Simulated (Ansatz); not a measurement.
A run of Ansatz (development build ahead of 0.2.0) on singlet CH2F2 at this shape:

```xyz
5

C     0.0000    0.5031    0.0000
F    -1.1082   -0.2904    0.0000
H     0.0000    1.1038   -0.9128
H     0.0000    1.1038    0.9128
F     1.1082   -0.2904    0.0000
```

Its results:

```json
{
 "Converged": "yes",
 "Reference energy": "-237.99405 hartree",
 "Correlation energy": "-0.67373 hartree",
 "Total energy": "-238.66778 hartree",
 "Spin squared of the determinant": "0.000",
 "Stability test": "minimum among restricted orbitals"
}
```

(1) Which input gives this output? Name the method, the orbitals and the basis set, and write the input.

## Answers

(1) RHF-MP2 in cc-pVTZ. An unrestricted run that stays on the closed shell gives the same numbers.

```yaml
crystal:
  periodic: [false, false, false]
  atoms:
    - { symbol: C, position_ang: [0.0, 0.50315, 0.0] }
    - { symbol: F, position_ang: [-1.10821, -0.29036, 0.0] }
    - { symbol: H, position_ang: [0.0, 1.10379, -0.9128] }
    - { symbol: H, position_ang: [0.0, 1.10378, 0.91281] }
    - { symbol: F, position_ang: [1.10821, -0.29036, 0.0] }
basis:
  gaussian: { orbitals: cc-pVTZ }
hamiltonian:
  xc: hf
correlation:
  method: mp2
  frozen_orbitals: { C: 1, F: 1, H: 0 }
```
